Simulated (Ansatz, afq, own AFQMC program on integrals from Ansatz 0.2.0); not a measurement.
Integrals from Ansatz 0.2.0, then the random walk in our own AFQMC program (afq).

```yaml
crystal:
  periodic: [false, false, false]
  atoms:
    - {symbol: B, position_ang: [0.000000, 0.000000, 0.000000]}
    - {symbol: H, position_ang: [0.000000, 0.000000, 1.480000]}
basis:
  gaussian: {orbitals: cc-pVTZ}
magnetization: {spin_polarized: true, initial_magnetization: 2}
correlation: {method: ccsd_t, electrons: outside_noble_gas, hamiltonian_folder: ham}
```

```sh
$ ansatz run in.yaml --threads 1 --pin off --events-out ev --progress --plain --max-ram 1382MiB
```

Options of the walk:

```
--method free --trial cisd --walkers 60 --time-step 0.03 --max-blocks 80 --target-error 0.00024 --factor-cut 1e-05 --seed 9411 --times 0,0.3,0.6,1.2,1.8,2.4,3.6,4.8,6 --taylor-order 8
```

Times are imaginary, in 1/Eh. The walk had a cap of 1083 s.

Log:

```
orbitals 43  electrons 3 1  factors 251 of 251
reference energy -25.08977382 Eh
CCSD correlation -0.06915275 Eh in 11 cycles, weight of the determinant in the CISD state 0.9439
repeat  energy at the last time / Eh  error
    10  -25.161596  0.000239
    20  -25.161429  0.000223
    30  -25.161688  0.000187
time / (1/Eh)  energy / Eh  error  mean overlap
  0.00  -25.158934  0.000009  1.0598
  0.30  -25.160297  0.000050  1.0599
  0.60  -25.160791  0.000059  1.0605
  1.20  -25.161180  0.000064  1.0647
  1.80  -25.161335  0.000092  1.0551
  2.40  -25.161338  0.000101  1.0493
  3.60  -25.161401  0.000110  1.0544
  4.80  -25.161242  0.000113  1.0751
  6.00  -25.161652  0.000183  1.0557
energy -25.161652 +/- 0.000183 Eh
```

The run passed its tests (error under three times the target), which doesn't prove that it has relaxed.

Against this walk (error 5.0 meV) on the same determinant: CCSD(T) 23.5 meV higher, CCSDT(Q) 6.1 meV higher (within the noise), full CI 5.9 meV higher (within the noise). The error is statistical, and a free projection of finite length keeps a remainder of its start. The last points scatter (meV from the last: 8.6 ± 2.5 at 1.80, 9 ± 3 at 2.40, 7 ± 3 at 3.60, 11 ± 3 at 4.80, 0 ± 5 at 6.00); the last is the one printed as the energy, and the gaps above move with that scatter.

Cautions: remainder of the start not in the error; lower spins were not checked.

The walk took 75 s on 1 thread of Arm Neoverse V1, with other jobs on the host. The log's last line is the free-projection energy.

CCSDT and higher add their correlation energy to the determinant of the CCSD(T) run, since their own runs factorise the integrals more tightly (a shift of under 2 meV). A walk keeps the symmetry of its determinant, which the program's search chose and which needn't be the lowest solution, so a lower state of the same spin and another symmetry isn't excluded.
